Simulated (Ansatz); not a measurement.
BGe₂, quartet: the ladder up to RCCSDT(Q)

Geometry: a PBE0/def2-TZVP stationary point for this spin, not checked as a minimum.

```xyz
3

Ge    0.0000    0.0000    2.0254
B     0.0000    0.0000    0.0000
Ge    0.0000    0.0000   -2.0254
```

Basis cc-pVTZ; Ansatz 0.2.0. Only valence electrons are correlated (noble-gas cores and the filled d shells of p-block atoms frozen), which leaves 11 electrons in 87 orbitals. R marks a restricted (for open shells ROHF) determinant, U an unrestricted one. Active spaces: valence = (11e, 12o) chosen from the atoms' valence shells. No spin–orbit coupling is included, and no scalar relativity.

Full CI isn't at hand for all of this; RCCSDT(Q) serves as the reference, and is uncertain by about the last step of the cluster series. The frozen core follows each run's orbitals, which can shift R against U totals by a few meV for light atoms and by up to 0.1 eV past Ca.

- UHF ⟨S²⟩: 3.784
- T1 diagnostic (RCCSD): 0.0277
- largest doubles amplitude (RCCSD): 0.082

```
   level  E − E(RHF) (eV)
    RMP2          -5.8511
   RCCSD          -6.8535
RCCSD(T)          -7.2271
```

(1) Estimate how far RCCSDT(Q) in cc-pVTZ lies from RCCSD(T). The table doesn't fix it; the size of (T) and the diagnostics are the guide.

(1) RCCSDT(Q) in cc-pVTZ lies 85 meV below RCCSD(T), which is 23 % of the (T) step (-374 meV). The diagnostics are small and the rest is a small part of (T), but (T) is large here. The miss exceeds 1 kcal/mol.

The other levels:

```tsv
level	E − E(RCCSDT(Q)) (meV)	share of correlation (%)	wall time
BCCD(T)	84	98.86	32 s (H100)
RCCSDT	27	99.63	–
CASSCF (valence space)	4896	33.05	–
NEVPT2 (valence space)	1078	85.26	10 s (H100)
```

The correlation energy at RCCSDT(Q), counted from RHF, is -7.313 eV. That run took 50 s on 2 threads of AMD EPYC 7R13 with a shared H100 80 GB, shared host.

Run but not shown, since their state or frozen core can't be matched to the reference's or they repeat it: UHF, UMP2, UCCSD, UCCSD(T), UCCSDT, UCCSDT(Q).

Times hold each run's SCF and search for its determinant on a shared host, so for small cases they say little of a method's own cost.

Natural occupations of CASSCF (valence space) about the gap: 1.975 1.974 1.937 1.934 0.993 0.988 0.985 0.061 0.044 0.042; effectively unpaired electrons, Σ n²(2−n)², 3.07.
